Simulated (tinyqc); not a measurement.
RHF in the sto-3g basis, for BH3, spin multiplicity 1, step by step (part 1 of 2). Computed by tinyqc, a small Python program that keeps every step (integrals from PySCF). Settings: charge = 0, multiplicity = 1, basis = sto-3g, energy threshold = 1e-09, iteration cap = 83, orthogonalisation = symmetric, start = core, DIIS depth = 3, DIIS from iteration = 2, damping = 0.5, method = RHF. Command: `OMP_NUM_THREADS=1 python tinyqc.py 30938 30939 out.jsonl` (the two numbers bound the seeds that draw the settings). One thread of a shared host (Intel(R) Xeon(R) Processor @ 2.60GHz), about 0.08 s of CPU time with the checks. Later iterations appear only in the table of the cycle.

## One-electron integrals

Geometry (angstrom):
```
atom         x         y        z
B      0.00000   0.00000  0.04500
H      1.18700   0.00000  0.00000
H     -0.59300   1.02800  0.00000
H     -0.59300  -1.02800  0.00000
```

Basis sto-3g: exponents (1/bohr^2) and contraction coefficients of normalised primitives:
```
element  l (shell)  exponent  coefficient
B            s (1)  48.79111      0.15433
B            s (1)   8.88736      0.53533
B            s (1)   2.40527      0.44463
B            s (2)   2.23696     -0.09997
B            s (2)   0.51982      0.39951
B            s (2)   0.16906      0.70012
B            p (3)   2.23696      0.15592
B            p (3)   0.51982      0.60768
B            p (3)   0.16906      0.39196
H            s (1)   3.42525      0.15433
H            s (1)   0.62391      0.53533
H            s (1)   0.16886      0.44463
```

Overlap, kinetic and nuclear-attraction integrals over the contracted functions; the nuclear repulsion is the sum of Za Zb / Rab.

nuclear repulsion = 7.4554701 hartree

overlap S, order 1B 1s, 1B 2s, 1B 2px, 1B 2py, 1B 2pz, 2H 1s, 3H 1s, 4H 1s:
$$\begin{pmatrix}
1.00000 & 0.26933 & 0.00000 & 0.00000 & 0.00000 & 0.06682 & 0.06686 & 0.06686 \\
0.26933 & 1.00000 & 0.00000 & 0.00000 & 0.00000 & 0.47698 & 0.47709 & 0.47709 \\
0.00000 & 0.00000 & 1.00000 & 0.00000 & 0.00000 & 0.48853 & -0.24415 & -0.24415 \\
0.00000 & 0.00000 & 0.00000 & 1.00000 & 0.00000 & 0.00000 & 0.42324 & -0.42324 \\
0.00000 & 0.00000 & 0.00000 & 0.00000 & 1.00000 & -0.01852 & -0.01853 & -0.01853 \\
0.06682 & 0.47698 & 0.48853 & 0.00000 & -0.01852 & 1.00000 & 0.10876 & 0.10876 \\
0.06686 & 0.47709 & -0.24415 & 0.42324 & -0.01853 & 0.10876 & 1.00000 & 0.10867 \\
0.06686 & 0.47709 & -0.24415 & -0.42324 & -0.01853 & 0.10876 & 0.10867 & 1.00000
\end{pmatrix}$$

kinetic energy T (hartree), order 1B 1s, 1B 2s, 1B 2px, 1B 2py, 1B 2pz, 2H 1s, 3H 1s, 4H 1s:
$$\begin{pmatrix}
10.82630 & -0.04797 & 0.00000 & 0.00000 & 0.00000 & -0.01422 & -0.01422 & -0.01422 \\
-0.04797 & 0.35917 & 0.00000 & 0.00000 & 0.00000 & 0.08894 & 0.08899 & 0.08899 \\
0.00000 & 0.00000 & 1.12388 & 0.00000 & 0.00000 & 0.23081 & -0.11539 & -0.11539 \\
0.00000 & 0.00000 & 0.00000 & 1.12388 & 0.00000 & 0.00000 & 0.20003 & -0.20003 \\
0.00000 & 0.00000 & 0.00000 & 0.00000 & 1.12388 & -0.00875 & -0.00876 & -0.00876 \\
-0.01422 & 0.08894 & 0.23081 & 0.00000 & -0.00875 & 0.76003 & -0.01068 & -0.01068 \\
-0.01422 & 0.08899 & -0.11539 & 0.20003 & -0.00876 & -0.01068 & 0.76003 & -0.01068 \\
-0.01422 & 0.08899 & -0.11539 & -0.20003 & -0.00876 & -0.01068 & -0.01068 & 0.76003
\end{pmatrix}$$

nuclear attraction V (hartree), order 1B 1s, 1B 2s, 1B 2px, 1B 2py, 1B 2pz, 2H 1s, 3H 1s, 4H 1s:
$$\begin{pmatrix}
-24.48403 & -3.49936 & -0.00001 & 0.00000 & 0.00212 & -0.87468 & -0.87514 & -0.87514 \\
-3.49936 & -5.06044 & -0.00006 & 0.00000 & 0.01842 & -2.12116 & -2.12180 & -2.12180 \\
-0.00001 & -0.00006 & -5.09084 & 0.00000 & 0.00000 & -2.05113 & 1.02509 & 1.02509 \\
0.00000 & 0.00000 & 0.00000 & -5.09104 & 0.00000 & 0.00000 & -1.77712 & 1.77712 \\
0.00212 & 0.01842 & 0.00000 & 0.00000 & -4.90905 & 0.08160 & 0.08163 & 0.08163 \\
-0.87468 & -2.12116 & -2.05113 & 0.00000 & 0.08160 & -3.93621 & -0.46864 & -0.46864 \\
-0.87514 & -2.12180 & 1.02509 & -1.77712 & 0.08163 & -0.46864 & -3.93653 & -0.46835 \\
-0.87514 & -2.12180 & 1.02509 & 1.77712 & 0.08163 & -0.46864 & -0.46835 & -3.93653
\end{pmatrix}$$

core Hamiltonian H = T + V (hartree), order 1B 1s, 1B 2s, 1B 2px, 1B 2py, 1B 2pz, 2H 1s, 3H 1s, 4H 1s:
$$\begin{pmatrix}
-13.65773 & -3.54732 & -0.00001 & 0.00000 & 0.00212 & -0.88890 & -0.88936 & -0.88936 \\
-3.54732 & -4.70127 & -0.00006 & 0.00000 & 0.01842 & -2.03223 & -2.03280 & -2.03280 \\
-0.00001 & -0.00006 & -3.96696 & 0.00000 & 0.00000 & -1.82033 & 0.90971 & 0.90971 \\
0.00000 & 0.00000 & 0.00000 & -3.96716 & 0.00000 & 0.00000 & -1.57709 & 1.57709 \\
0.00212 & 0.01842 & 0.00000 & 0.00000 & -3.78517 & 0.07285 & 0.07287 & 0.07287 \\
-0.88890 & -2.03223 & -1.82033 & 0.00000 & 0.07285 & -3.17617 & -0.47932 & -0.47932 \\
-0.88936 & -2.03280 & 0.90971 & -1.57709 & 0.07287 & -0.47932 & -3.17650 & -0.47903 \\
-0.88936 & -2.03280 & 0.90971 & 1.57709 & 0.07287 & -0.47932 & -0.47903 & -3.17650
\end{pmatrix}$$

## Two-electron integrals

Functions are numbered as in S; the eight-fold symmetry (ij|kl) = (ji|kl) = (kl|ij) leaves the list below.

Two-electron integrals (ij|kl) in chemists' order, unique and non-zero (hartree):
```
(11|11) 2.92351     (21|11) 0.51838     (21|21) 0.10926     (22|11) 0.74423
(22|21) 0.19318     (22|22) 0.54480     (31|31) 0.02026     (32|31) 0.03000
(32|32) 0.12035     (33|11) 0.74249     (33|21) 0.19324     (33|22) 0.54468
(33|33) 0.58677     (41|41) 0.02026     (42|41) 0.03000     (42|42) 0.12035
(43|43) 0.03163     (44|11) 0.74249     (44|21) 0.19324     (44|22) 0.54468
(44|33) 0.52351     (44|44) 0.58677     (51|51) 0.02026     (52|51) 0.03000
(52|52) 0.12035     (53|53) 0.03163     (54|54) 0.03163     (55|11) 0.74249
(55|21) 0.19324     (55|22) 0.54468     (55|33) 0.52351     (55|44) 0.52351
(55|55) 0.58677     (61|11) 0.12844     (61|21) 0.02697     (61|22) 0.04779
(61|31) 0.00198     (61|32) 0.00362     (61|33) 0.04829     (61|44) 0.04755
(61|51) -0.00008    (61|52) -0.00014    (61|53) -2.79e-05   (61|55) 0.04755
(61|61) 0.00687     (62|11) 0.28673     (62|21) 0.07545     (62|22) 0.23134
(62|31) 0.00832     (62|32) 0.04891     (62|33) 0.24387     (62|44) 0.22496
(62|51) -0.00032    (62|52) -0.00185    (62|53) -0.00072    (62|55) 0.22499
(62|61) 0.01985     (62|62) 0.13110     (63|11) 0.25974     (63|21) 0.06930
(63|22) 0.22426     (63|31) 0.01453     (63|32) 0.07959     (63|33) 0.24795
(63|44) 0.21229     (63|51) -0.00025    (63|52) -0.00166    (63|53) -0.00100
(63|55) 0.21231     (63|61) 0.01921     (63|62) 0.14917     (63|63) 0.18148
(64|41) 0.00787     (64|42) 0.03591     (64|43) 0.00935     (64|54) -0.00035
(64|64) 0.01520     (65|11) -0.00985    (65|21) -0.00263    (65|22) -0.00850
(65|31) -0.00025    (65|32) -0.00166    (65|33) -0.00869    (65|44) -0.00805
(65|51) 0.00788     (65|52) 0.03597     (65|53) 0.00937     (65|55) -0.00876
(65|61) -0.00073    (65|62) -0.00566    (65|63) -0.00630    (65|65) 0.01544
(66|11) 0.43828     (66|21) 0.11752     (66|22) 0.40558     (66|31) 0.01655
(66|32) 0.12637     (66|33) 0.45377     (66|44) 0.38123     (66|51) -0.00063
(66|52) -0.00479    (66|53) -0.00275    (66|55) 0.38134     (66|61) 0.03164
(66|62) 0.28678     (66|63) 0.35598     (66|65) -0.01350    (66|66) 0.77461
(71|11) 0.12850     (71|21) 0.02698     (71|22) 0.04781     (71|31) -0.00099
(71|32) -0.00181    (71|33) 0.04776     (71|41) 0.00172     (71|42) 0.00314
(71|43) -0.00032    (71|44) 0.04813     (71|51) -0.00008    (71|52) -0.00014
(71|53) 1.39e-05    (71|54) -2.42e-05   (71|55) 0.04758     (71|61) 0.00656
(71|62) 0.01815     (71|63) 0.01625     (71|64) 0.00077     (71|65) -0.00067
(71|66) 0.02805     (71|71) 0.00688     (72|11) 0.28682     (72|21) 0.07548
(72|22) 0.23141     (72|31) -0.00416    (72|32) -0.02445    (72|33) 0.22975
(72|41) 0.00721     (72|42) 0.04238     (72|43) -0.00819    (72|44) 0.23922
(72|51) -0.00032    (72|52) -0.00186    (72|53) 0.00036     (72|54) -0.00062
(72|55) 0.22505     (72|61) 0.01815     (72|62) 0.08930     (72|63) 0.08057
(72|64) 0.01071     (72|65) -0.00376    (72|66) 0.15111     (72|71) 0.01987
(72|72) 0.13116     (73|11) -0.12982    (73|21) -0.03464    (73|22) -0.11208
(73|31) 0.00953     (73|32) 0.04683     (73|33) -0.11756    (73|41) -0.00289
(73|42) -0.01891    (73|43) 0.01177     (73|44) -0.11246    (73|51) 0.00013
(73|52) 0.00083     (73|53) -0.00052    (73|54) 0.00028     (73|55) -0.10611
(73|61) -0.00745    (73|62) -0.03097    (73|63) -0.01969    (73|64) -0.00267
(73|65) 0.00128     (73|66) -0.04413    (73|71) -0.00961    (73|72) -0.07457
(73|73) 0.05674     (74|11) 0.22505     (74|21) 0.06004     (74|22) 0.19430
(74|31) -0.00289    (74|32) -0.01891    (74|33) 0.18760     (74|41) 0.01287
(74|42) 0.06870     (74|43) -0.01104    (74|44) 0.21116     (74|51) -0.00022
(74|52) -0.00143    (74|53) 0.00028     (74|54) -0.00084    (74|55) 0.18395
(74|61) 0.01446     (74|62) 0.07513     (74|63) 0.06746     (74|64) 0.01769
(74|65) -0.00310    (74|66) 0.12724     (74|71) 0.01665     (74|72) 0.12927
(74|73) -0.07199    (74|74) 0.14002     (75|11) -0.00985    (75|21) -0.00263
(75|22) -0.00851    (75|31) 0.00013     (75|32) 0.00083     (75|33) -0.00821
(75|41) -0.00022    (75|42) -0.00143    (75|43) 0.00028     (75|44) -0.00853
(75|51) 0.00788     (75|52) 0.03599     (75|53) -0.00469    (75|54) 0.00812
(75|55) -0.00876    (75|61) -0.00067    (75|62) -0.00376    (75|63) -0.00332
(75|64) -0.00044    (75|65) 0.00965     (75|66) -0.00668    (75|71) -0.00073
(75|72) -0.00566    (75|73) 0.00315     (75|74) -0.00546    (75|75) 0.01545
(76|11) 0.06341     (76|21) 0.01668     (76|22) 0.05167     (76|31) 0.00078
(76|32) 0.00461     (76|33) 0.05218     (76|41) 0.00135     (76|42) 0.00797
(76|43) 0.00036     (76|44) 0.05260     (76|51) -0.00012    (76|52) -0.00070
(76|53) -0.00010    (76|54) -0.00017    (76|55) 0.05020     (76|61) 0.00424
(76|62) 0.02526     (76|63) 0.02658     (76|64) 0.00274     (76|65) -0.00119
(76|66) 0.05022     (76|71) 0.00424     (76|72) 0.02527     (76|73) -0.01091
(76|74) 0.02439     (76|75) -0.00119    (76|76) 0.00605     (77|11) 0.43836
(77|21) 0.11754     (77|22) 0.40564     (77|31) -0.00827    (77|32) -0.06315
(77|33) 0.39939     (77|41) 0.01434     (77|42) 0.10948     (77|43) -0.03140
(77|44) 0.43572     (77|51) -0.00063    (77|52) -0.00479    (77|53) 0.00137
(77|54) -0.00238    (77|55) 0.38138     (77|61) 0.02804     (77|62) 0.15108
(77|63) 0.13225     (77|64) 0.02535     (77|65) -0.00668    (77|66) 0.25674
(77|71) 0.03166     (77|72) 0.28686     (77|73) -0.17791    (77|74) 0.30842
(77|75) -0.01350    (77|76) 0.05022     (77|77) 0.77461     (81|11) 0.12850
(81|21) 0.02698     (81|22) 0.04781     (81|31) -0.00099    (81|32) -0.00181
(81|33) 0.04776     (81|41) -0.00172    (81|42) -0.00314    (81|43) 0.00032
(81|44) 0.04813     (81|51) -0.00008    (81|52) -0.00014    (81|53) 1.39e-05
(81|54) 2.42e-05    (81|55) 0.04758     (81|61) 0.00656     (81|62) 0.01815
(81|63) 0.01625     (81|64) -0.00077    (81|65) -0.00067    (81|66) 0.02805
(81|71) 0.00656     (81|72) 0.01816     (81|73) -0.00879    (81|74) 0.01369
(81|75) -0.00067    (81|76) 0.00394     (81|77) 0.02805     (81|81) 0.00688
(82|11) 0.28682     (82|21) 0.07548     (82|22) 0.23141     (82|31) -0.00416
(82|32) -0.02445    (82|33) 0.22975     (82|41) -0.00721    (82|42) -0.04238
(82|43) 0.00819     (82|44) 0.23922     (82|51) -0.00032    (82|52) -0.00186
(82|53) 0.00036     (82|54) 0.00062     (82|55) 0.22505     (82|61) 0.01815
(82|62) 0.08930     (82|63) 0.08057     (82|64) -0.01071    (82|65) -0.00376
(82|66) 0.15111     (82|71) 0.01816     (82|72) 0.08931     (82|73) -0.04953
(82|74) 0.06443     (82|75) -0.00376    (82|76) 0.01876     (82|77) 0.15109
(82|81) 0.01987     (82|82) 0.13116     (83|11) -0.12982    (83|21) -0.03464
(83|22) -0.11208    (83|31) 0.00953     (83|32) 0.04683     (83|33) -0.11756
(83|41) 0.00289     (83|42) 0.01891     (83|43) -0.01177    (83|44) -0.11246
(83|51) 0.00013     (83|52) 0.00083     (83|53) -0.00052    (83|54) -0.00028
(83|55) -0.10611    (83|61) -0.00745    (83|62) -0.03097    (83|63) -0.01969
(83|64) 0.00267     (83|65) 0.00128     (83|66) -0.04413    (83|71) -0.00879
(83|72) -0.04953    (83|73) 0.03635     (83|74) -0.03504    (83|75) 0.00204
(83|76) -0.00810    (83|77) -0.08801    (83|81) -0.00961    (83|82) -0.07457
(83|83) 0.05674     (84|11) -0.22505    (84|21) -0.06004    (84|22) -0.19430
(84|31) 0.00289     (84|32) 0.01891     (84|33) -0.18760    (84|41) 0.01287
(84|42) 0.06870     (84|43) -0.01104    (84|44) -0.21116    (84|51) 0.00022
(84|52) 0.00143     (84|53) -0.00028    (84|54) -0.00084    (84|55) -0.18395
(84|61) -0.01446    (84|62) -0.07513    (84|63) -0.06746    (84|64) 0.01769
(84|65) 0.00310     (84|66) -0.12724    (84|71) -0.01369    (84|72) -0.06443
(84|73) 0.03504     (84|74) -0.03843    (84|75) 0.00266     (84|76) -0.01404
(84|77) -0.10188    (84|81) -0.01665    (84|82) -0.12927    (84|83) 0.07199
(84|84) 0.14002     (85|11) -0.00985    (85|21) -0.00263    (85|22) -0.00851
(85|31) 0.00013     (85|32) 0.00083     (85|33) -0.00821    (85|41) 0.00022
(85|42) 0.00143     (85|43) -0.00028    (85|44) -0.00853    (85|51) 0.00788
(85|52) 0.03599     (85|53) -0.00469    (85|54) -0.00812    (85|55) -0.00876
(85|61) -0.00067    (85|62) -0.00376    (85|63) -0.00332    (85|64) 0.00044
(85|65) 0.00965     (85|66) -0.00668    (85|71) -0.00067    (85|72) -0.00376
(85|73) 0.00204     (85|74) -0.00266    (85|75) 0.00965     (85|76) -0.00086
(85|77) -0.00668    (85|81) -0.00073    (85|82) -0.00566    (85|83) 0.00315
(85|84) 0.00546     (85|85) 0.01545     (86|11) 0.06341     (86|21) 0.01668
(86|22) 0.05167     (86|31) 0.00078     (86|32) 0.00461     (86|33) 0.05218
(86|41) -0.00135    (86|42) -0.00797    (86|43) -0.00036    (86|44) 0.05260
(86|51) -0.00012    (86|52) -0.00070    (86|53) -0.00010    (86|54) 0.00017
(86|55) 0.05020     (86|61) 0.00424     (86|62) 0.02526     (86|63) 0.02658
(86|64) -0.00274    (86|65) -0.00119    (86|66) 0.05022     (86|71) 0.00394
(86|72) 0.01876     (86|73) -0.00810    (86|74) 0.01404     (86|75) -0.00086
(86|76) 0.00475     (86|77) 0.03107     (86|81) 0.00424     (86|82) 0.02527
(86|83) -0.01091    (86|84) -0.02439    (86|85) -0.00119    (86|86) 0.00605
(87|11) 0.06338     (87|21) 0.01667     (87|22) 0.05164     (87|31) -0.00155
(87|32) -0.00920    (87|33) 0.05277     (87|44) 0.05194     (87|51) -0.00012
(87|52) -0.00070    (87|53) 0.00020     (87|55) 0.05017     (87|61) 0.00394
(87|62) 0.01875     (87|63) 0.01620     (87|65) -0.00086    (87|66) 0.03105
(87|71) 0.00424     (87|72) 0.02525     (87|73) -0.01564    (87|74) 0.02164
(87|75) -0.00119    (87|76) 0.00474     (87|77) 0.05017     (87|81) 0.00424
(87|82) 0.02525     (87|83) -0.01564    (87|84) -0.02164    (87|85) -0.00119
(87|86) 0.00474     (87|87) 0.00604     (88|11) 0.43836     (88|21) 0.11754
(88|22) 0.40564     (88|31) -0.00827    (88|32) -0.06315    (88|33) 0.39939
(88|41) -0.01434    (88|42) -0.10948    (88|43) 0.03140     (88|44) 0.43572
(88|51) -0.00063    (88|52) -0.00479    (88|53) 0.00137     (88|54) 0.00238
(88|55) 0.38138     (88|61) 0.02804     (88|62) 0.15108     (88|63) 0.13225
(88|64) -0.02535    (88|65) -0.00668    (88|66) 0.25674     (88|71) 0.02805
(88|72) 0.15109     (88|73) -0.08801    (88|74) 0.10188     (88|75) -0.00668
(88|76) 0.03107     (88|77) 0.25668     (88|81) 0.03166     (88|82) 0.28686
(88|83) -0.17791    (88|84) -0.30842    (88|85) -0.01350    (88|86) 0.05022
(88|87) 0.05017     (88|88) 0.77461
```

## Orthogonalisation

S = U s U^T; symmetric (Loewdin) form X = U s^(-1/2) U^T, so that X^T S X = 1.

eigenvalues of S: [0.25224, 0.34465, 0.34491, 0.95073, 1.00200, 1.54631, 1.54668, 2.01249]

X, order 1B 1s, 1B 2s, 1B 2px, 1B 2py, 1B 2pz, 2H 1s, 3H 1s, 4H 1s:
$$\begin{pmatrix}
1.03356 & -0.18173 & -0.00001 & 0.00000 & 0.00153 & 0.02793 & 0.02793 & 0.02793 \\
-0.18173 & 1.44362 & 0.00002 & 0.00000 & -0.01571 & -0.35131 & -0.35143 & -0.35143 \\
-0.00001 & 0.00002 & 1.21278 & 0.00000 & 0.00000 & -0.36538 & 0.18262 & 0.18262 \\
0.00000 & 0.00000 & 0.00000 & 1.21308 & 0.00000 & 0.00000 & -0.31665 & 0.31665 \\
0.00153 & -0.01571 & 0.00000 & 0.00000 & 1.00059 & 0.01335 & 0.01336 & 0.01336 \\
0.02793 & -0.35131 & -0.36538 & 0.00000 & 0.01335 & 1.27700 & -0.01712 & -0.01712 \\
0.02793 & -0.35143 & 0.18262 & -0.31665 & 0.01336 & -0.01712 & 1.27717 & -0.01721 \\
0.02793 & -0.35143 & 0.18262 & 0.31665 & 0.01336 & -0.01712 & -0.01721 & 1.27717
\end{pmatrix}$$

## Starting guess

The start is the orbitals of the core Hamiltonian; D = 2 C_occ C_occ^T.

D at the start, order 1B 1s, 1B 2s, 1B 2px, 1B 2py, 1B 2pz, 2H 1s, 3H 1s, 4H 1s:
$$\begin{pmatrix}
2.17907 & -0.70923 & -0.00004 & 0.00000 & 0.03979 & 0.06847 & 0.06843 & 0.06843 \\
-0.70923 & 2.74171 & 0.00021 & 0.00000 & -0.16393 & -0.22427 & -0.22412 & -0.22412 \\
-0.00004 & 0.00021 & 2.47829 & 0.00000 & 0.00003 & -0.37949 & 0.18957 & 0.18957 \\
0.00000 & 0.00000 & 0.00000 & 2.47908 & 0.00000 & 0.00000 & -0.32894 & 0.32894 \\
0.03979 & -0.16393 & 0.00003 & 0.00000 & 0.00980 & 0.01339 & 0.01339 & 0.01339 \\
0.06847 & -0.22427 & -0.37949 & 0.00000 & 0.01339 & 0.07651 & -0.01064 & -0.01064 \\
0.06843 & -0.22412 & 0.18957 & -0.32894 & 0.01339 & -0.01064 & 0.07652 & -0.01077 \\
0.06843 & -0.22412 & 0.18957 & 0.32894 & 0.01339 & -0.01064 & -0.01077 & 0.07652
\end{pmatrix}$$

## Iteration 1: building the Fock matrix

J_ij = sum D_kl (ij|kl), K_ij = sum D_kl (ik|jl); F = H + J - 0.5 K; E = tr D H + tr D J / 2 - 0.25 tr D K + E_nn.

Coulomb J (hartree), order 1B 1s, 1B 2s, 1B 2px, 1B 2py, 1B 2pz, 2H 1s, 3H 1s, 4H 1s:
$$\begin{pmatrix}
10.53487 & 2.24149 & 0.00000 & 0.00000 & -0.00676 & 0.55540 & 0.55568 & 0.55568 \\
2.24149 & 4.83360 & 0.00001 & 0.00000 & -0.02902 & 1.99341 & 1.99402 & 1.99402 \\
0.00000 & 0.00001 & 4.86632 & 0.00000 & 0.00000 & 1.89812 & -0.94865 & -0.94865 \\
0.00000 & 0.00000 & 0.00000 & 4.86631 & 0.00000 & 0.00000 & 1.64455 & -1.64455 \\
-0.00676 & -0.02902 & 0.00000 & 0.00000 & 4.75504 & -0.07939 & -0.07942 & -0.07942 \\
0.55540 & 1.99341 & 1.89812 & 0.00000 & -0.07939 & 3.34720 & 0.44423 & 0.44423 \\
0.55568 & 1.99402 & -0.94865 & 1.64455 & -0.07942 & 0.44423 & 3.34767 & 0.44396 \\
0.55568 & 1.99402 & -0.94865 & -1.64455 & -0.07942 & 0.44423 & 0.44396 & 3.34767
\end{pmatrix}$$

exchange K (hartree), order 1B 1s, 1B 2s, 1B 2px, 1B 2py, 1B 2pz, 2H 1s, 3H 1s, 4H 1s:
$$\begin{pmatrix}
6.04857 & 1.17418 & 0.00000 & 0.00000 & -0.00400 & 0.30732 & 0.30747 & 0.30747 \\
1.17418 & 1.68812 & 0.00001 & 0.00000 & -0.08164 & 0.66133 & 0.66157 & 0.66157 \\
0.00000 & 0.00001 & 1.52113 & 0.00000 & 0.00002 & 0.51852 & -0.25916 & -0.25916 \\
0.00000 & 0.00000 & 0.00000 & 1.52113 & 0.00000 & 0.00000 & 0.44926 & -0.44926 \\
-0.00400 & -0.08164 & 0.00002 & 0.00000 & 0.42982 & -0.03636 & -0.03639 & -0.03639 \\
0.30732 & 0.66133 & 0.51852 & 0.00000 & -0.03636 & 0.49380 & 0.17090 & 0.17090 \\
0.30747 & 0.66157 & -0.25916 & 0.44926 & -0.03639 & 0.17090 & 0.49410 & 0.17082 \\
0.30747 & 0.66157 & -0.25916 & -0.44926 & -0.03639 & 0.17090 & 0.17082 & 0.49410
\end{pmatrix}$$

Fock matrix F (hartree), order 1B 1s, 1B 2s, 1B 2px, 1B 2py, 1B 2pz, 2H 1s, 3H 1s, 4H 1s:
$$\begin{pmatrix}
-6.14714 & -1.89292 & 0.00000 & 0.00000 & -0.00263 & -0.48716 & -0.48741 & -0.48741 \\
-1.89292 & -0.71173 & -0.00006 & 0.00000 & 0.03022 & -0.36948 & -0.36957 & -0.36957 \\
0.00000 & -0.00006 & 0.13880 & 0.00000 & -0.00001 & -0.18146 & 0.09064 & 0.09064 \\
0.00000 & 0.00000 & 0.00000 & 0.13859 & 0.00000 & 0.00000 & -0.15718 & 0.15718 \\
-0.00263 & 0.03022 & -0.00001 & 0.00000 & 0.75496 & 0.01164 & 0.01165 & 0.01165 \\
-0.48716 & -0.36948 & -0.18146 & 0.00000 & 0.01164 & -0.07587 & -0.12054 & -0.12054 \\
-0.48741 & -0.36957 & 0.09064 & -0.15718 & 0.01165 & -0.12054 & -0.07588 & -0.12048 \\
-0.48741 & -0.36957 & 0.09064 & 0.15718 & 0.01165 & -0.12054 & -0.12048 & -0.07588
\end{pmatrix}$$

total energy of this density = -23.9347272 hartree

This density is the starting one.
